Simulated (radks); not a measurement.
**B²⁺ in [He] 2s0.5 3d0.5: an all-electron calculation**

What are the levels of the boron ion B2+, how large are its shells, and how does its energy divide?

Method: scalar-relativistic Kohn-Sham, PBE, spin-polarised, spherical densities, finite nucleus; open shells are filled with parallel spins first. Code: radks (a radial shooting solver on a logarithmic mesh, Libxc functionals) version 1.

**1. The system**

```
element            : boron (Z = 5)
charge             : +2
electrons          : 3
configuration      : [He] 2s0.5 3d0.5
nuclear rms radius : 2.406 fm
```

**2. The calculation**

Input:

```text
Z 5
configuration [He] 2s0.5 3d0.5 2p0 3s0
relativity scalar-relativistic
functional pbe,pbe
spin polarised
nucleus finite rms 2.406 fm
c 137.035999084
```

The run is started by

```sh
$ python run_ks.py task.json out
```

This one command runs every case of the session in turn.

Q: Predict the outcome of this run.

The runs gave:

| quantity | value |
| --- | --- |
| total energy | -22.94971 hartree |
| exchange-correlation share of it | 13.55 % |
| −T/E | 0.9984 |
| highest occupied level | 3d up, -10.082 eV |
| most extended occupied level | 3d up, <r> = 3.65 bohr |
| radius at density 0.001 e/bohr³ | 3.51 bohr |
| maxima of the radial density | 2 |

**Reading.** 3 principal shells are occupied and 2 maxima appear in the radial density; where shells overlap, one shows as a shoulder or not at all. This is not the tabulated ground configuration, so its levels and sizes aren't those of the ground state, and no measured value stands beside it.
